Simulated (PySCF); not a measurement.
Input of a run (PBE0-D3(BJ)/def2-SVP geometry optimisation, gas phase (PySCF 2.14.0)), started from GFN2-xTB:
```
{"job": {"xc": "PBE0", "basis": "def2-SVP", "d3": "d3bj", "grid": 1, "kind": "geom"}, "charge": 0, "multiplicity": 1}
N     -0.689146    -0.157837     0.249275
N      0.699247     0.163867     0.219341
H     -1.201924     0.701498     0.424485
H     -1.025949    -0.559513    -0.627960
H      1.219451    -0.691476     0.392368
H      1.001443     0.545450    -0.679084
```

Output (energies in Eh, forces in Eh/bohr):
```
step   0  E = -111.65063411  max force = 0.014101
step   1  E = -111.64865387  max force = 0.022366
step   2  E = -111.65035941  max force = 0.009577
step   3  E = -111.65101599  max force = 0.004374
step   4  E = -111.65117652  max force = 0.001370
step   5  E = -111.65121691  max force = 0.000850
step   6  E = -111.65122968  max force = 0.000361
optimisation converged
```

Task: Summarise the run.

Result: The energy falls by 0.37 kcal/mol over 7 energy and gradient evaluations, the largest force component goes from 0.0141 to 3.6e-04 Eh/bohr, and the atoms move by 0.056 Å rms after alignment. The bond that changes most is N1–N2 (both ends hydrazine nitrogen), which shortens by 0.024 Å. Bonds longer at the end by more than 0.005 Å: 0 of 5; shorter: 1. The energy rose by more than 1e-6 Eh at step 1.

Task: What are the final bond lengths?

Result: N1–N2 1.402 Å, N1–H3 1.017 Å, N1–H4 1.021 Å, N2–H5 1.017 Å, N2–H6 1.021 Å. Numbering counts from 1 in the input's order; the species is `NN` (N2H4).

The run used 48 basis functions and 40 SCF cycles in all.

PBE0-D3(BJ)/def2-SVP frequencies: not computed here. One conformer, not necessarily the lowest.

The values belong to the conformer `[NH2:1][NH2:2]`: H–N1–N2–H 150°, H–N1–N2–H -90°.
